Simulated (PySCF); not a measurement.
Input of a driver script around PySCF for propionyl chloride (`CCC(=O)Cl`), coordinates in Å (PBE0-D3(BJ)/def2-SVP geometry):
```
{"job": {"kind": "xas", "xc": "BHandHLYP", "basis": {"default": "aug-pcX-1", "H": "pcseg-1", "Cl": "def2-SVPD"}}, "charge": 0, "multiplicity": 1}
C     -0.442981     0.229516     0.524073
C      0.755125     1.155537     0.455164
C      2.049138     0.465297     0.774308
O      2.208954    -0.673510     1.048866
Cl     3.443272     1.595090     0.697172
H     -1.363210     0.775557     0.273130
H     -0.558067    -0.195874     1.531229
H     -0.336812    -0.609419    -0.178335
H      0.668348     2.008275     1.149160
H      0.876855     1.612577    -0.541352
```

What does the run print?

```
coarse grid: 9072 points
cycle   1  E = -652.2950596516  dE =  6.657e-01  |g| = 7.946e-01  |ddm| = 3.670e+00
cycle   2  E = -652.1093710055  dE =  1.857e-01  |g| = 1.334e+00  |ddm| = 1.502e+00
cycle   3  E = -652.4245655643  dE = -3.152e-01  |g| = 8.445e-02  |ddm| = 9.925e-01
...
final grid: 83440 points
...
cycle  12  E = -652.4862648555  dE = -2.486e-08  |g| = 4.173e-05  |ddm| = 3.556e-04
cycle  13  E = -652.4862648562  dE = -6.546e-10  |g| = 2.322e-05  |ddm| = 7.659e-05
converged SCF energy = -652.4862648562

C K edge
   eV          f      from atoms
  284.553   0.08392   C2
  285.205   0.00025   C1
  285.631   0.00805   C0
  285.750   0.00011   C0
  286.179   0.02134   C1
  286.366   0.02998   C0
  286.463   0.02919   C0
  286.793   0.00229   C0
  286.813   0.01803   C1
  287.011   0.03880   C1
  287.475   0.01375   C0
  287.505   0.06118   C2
  287.729   0.00260   C1
  288.057   0.00861   C0
  288.071   0.00007   C0
  288.145   0.00006   C1

O K edge
   eV          f      from atoms
  529.135   0.05023   O3
  533.958   0.01322   O3
  534.643   0.00123   O3
  535.589   0.00070   O3
  535.624   0.00290   O3
  535.743   0.00097   O3
  536.513   0.00135   O3
  536.733   0.00046   O3
```

Method used: core-valence-separated Tamm–Dancoff BHandHLYP/aug-pcX-1 (pcseg-1 on H, def2-SVPD on Cl) in PySCF, non-relativistic, gas phase, PBE0-D3(BJ)/def2-SVP geometry. The program numbers atoms from 0. Absolute energies from this functional tend to lie a few eV below measured edges; no shift was applied. The SCF starts on a coarse grid and ends on the final one.

Carbon edge (atoms now counted from 1; roots within 0.03 eV on like atoms summed, the top roots left aside). The first line with a tenth or more of the strongest one's intensity is at 284.55 eV (f = 0.084), with the hole on C3 (acyl halide carbon), polarised normal to the local trigonal plane: a 1s→π* resonance. It is also the strongest listed.

Oxygen edge (atoms now counted from 1; roots within 0.03 eV on like atoms summed, the top roots left aside). The first line with a tenth or more of the strongest one's intensity is at 529.13 eV (f = 0.050), with the hole on O4 (carbonyl oxygen), polarised normal to the local trigonal plane: a 1s→π* resonance. It is also the strongest listed.

Kohn–Sham HOMO -10.08 eV, LUMO 0.13 eV, dipole moment 2.99 D.

Time: 10 s wall. Hardware: one thread of an Arm Neoverse V1 (shared host).

The values belong to the conformer `[CH3:1][CH2:2][C:3](=[O:4])[Cl:5]`: C1–C2–C3–O4 1°.
